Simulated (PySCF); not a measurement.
# OF₂: singlet, from a bent start

Aim: relax OF₂ as a singlet from a bent start, check by its vibrations whether the end is a minimum, and collect its spectrum and constants.

The runs use PySCF 2.14.0; PBE0, basis O def2-TZVP, F def2-TZVP, no relativity, density fitting.

## Step 1: Where the work starts

3 atoms, charge 0, spin multiplicity 1.

Bond lengths: O1–F2 1.270 Å, O1–F3 1.270 Å. Angles: F2–O1–F3 110.0°.

```xyz
3
charge 0 multiplicity 1
O     0.0000    0.0000    0.0000
F     1.0403    0.0000    0.7284
F    -1.0403    0.0000    0.7284
```

## Step 2: The SCF at the typed geometry

One driver script runs all steps and calls PySCF; scf.py shows how it sets up the SCF of each step. The optimiser is the driver's own. After this first run the driver tries any further starts and a stability analysis.

The input, scf.py:

```python
from pyscf import gto, scf, dft
mol = gto.M(atom='''
O      0.000000     0.000000     0.000000
F      1.040300     0.000000     0.728400
F     -1.040300     0.000000     0.728400''',
    basis={'O': 'def2-TZVP', 'F': 'def2-TZVP'},
    charge=0, spin=0)
mf = dft.RKS(mol, xc='PBE0')
mf.grids.atom_grid = (50, 194)
aux = {'O': 'def2-universal-JKFIT', 'F': 'def2-universal-JKFIT'}
mf = mf.density_fit(auxbasis=aux)
mf.conv_tol = 1e-08
mf.diis_space = 10
mf.max_cycle = 60
mf.init_guess = 'minao'
mf.verbose = 4
mf.kernel()
```

Command:

```console
$ OMP_NUM_THREADS=2 python axn.py task.json out
```

Further steps of the session: Relaxing the singlet from the bent start; Vibrations and properties at this point.

Q: Predict the outcome of this session. Wanted: minimum; geometry; wavenumbers; dipole moment; highest occupied, lowest empty level; polar-tensor charge of O1; zero-point energy; atomisation energy.

**Answer**, as computed:

| quantity | value |
| --- | --- |
| minimum | singlet, C2v |
| geometry | O–F 1.381 Å (×2); F–O–F 103.9° |
| wavenumbers (cm⁻¹) | 508 (a1), 949 (b2), 1067 (a1) |
| dipole moment | 0.27 D |
| highest occupied, lowest empty level | -9.65, -1.94 eV |
| polar-tensor charge of O1 | +0.50 e |
| zero-point energy | 15.1 kJ/mol |
| entropy at 298.15 K | 245.9 J/(mol K) |
| atomisation energy (no zero-point energy) | 385 kJ/mol |

The molecule stays C2v, as typed, and the end point is a minimum. In the infrared the band at 949 cm⁻¹ (b2) leads. Only this shape and spin were tried, so other structures or states may lie lower.
